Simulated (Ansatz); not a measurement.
The same path of C2H8N2 (12 atoms, charge 0, multiplicity 1) was run 3 times with different band settings. The coordinate that changes most is the dihedral H10–N3–N4–H12.

Computed with RKS r2SCANh-D4/def2-SVP (Ansatz).

Relaxed end points:

```xyz
12
Properties=species:S:1:pos:R:3
C -1.390 0.101 -0.241
C -0.044 0.816 -0.204
N 0.992 0.199 0.611
N 1.215 -1.168 0.148
H -1.847 0.075 0.760
H -2.092 0.612 -0.916
H -1.267 -0.935 -0.579
H 0.357 0.918 -1.228
H -0.164 1.845 0.172
H 0.595 0.081 1.545
H 1.643 -1.048 -0.774
H 2.002 -1.497 0.709
```

```xyz
12
Properties=species:S:1:pos:R:3
C -1.387 -0.017 -0.113
C -0.141 0.840 -0.306
N 1.060 0.352 0.345
N 1.439 -0.918 -0.131
H -1.648 -0.106 0.954
H -2.255 0.414 -0.634
H -1.226 -1.028 -0.515
H 0.083 0.932 -1.381
H -0.319 1.860 0.073
H 0.927 0.361 1.358
H 2.448 -1.008 -0.050
H 1.019 -1.683 0.399
```

Common settings: movable images 5; climbing image yes; start path IDPP; force threshold 0.03 eV/Å; iteration limit 60; end points relaxed.

| run | spring | optimiser | largest step |
| --- | --- | --- | --- |
| 1 | 5.0 eV/Å² | quadratic models (default) | default |
| 2 | 5.0 eV/Å² | fire | 0.5 Å |
| 3 | 50.0 eV/Å² | quadratic models (default) | default |

Q: What does each run give, and how far can it be trusted?

A: Run 1: converged after 5 iterations, highest image 0.001 eV above the first end. The top lies less than 8 meV above the higher end, about what the thresholds resolve: that end is a shoulder or a very shallow well. A vibrational analysis at the climbing image gives one clearly imaginary mode, 64i cm⁻¹: a first-order saddle point.
Run 2: converged after 22 iterations, highest image 0.001 eV above the first end. The top lies less than 8 meV above the higher end, about what the thresholds resolve: that end is a shoulder or a very shallow well. Another band between the same ends (5 images) ends at a top of the same energy, where a vibrational analysis finds 1 clearly imaginary mode.
Run 3: converged after 5 iterations, highest image 0.001 eV above the first end. The top lies less than 8 meV above the higher end, about what the thresholds resolve: that end is a shoulder or a very shallow well. Another band between the same ends (5 images) ends at a top of the same energy, where a vibrational analysis finds 1 clearly imaginary mode.
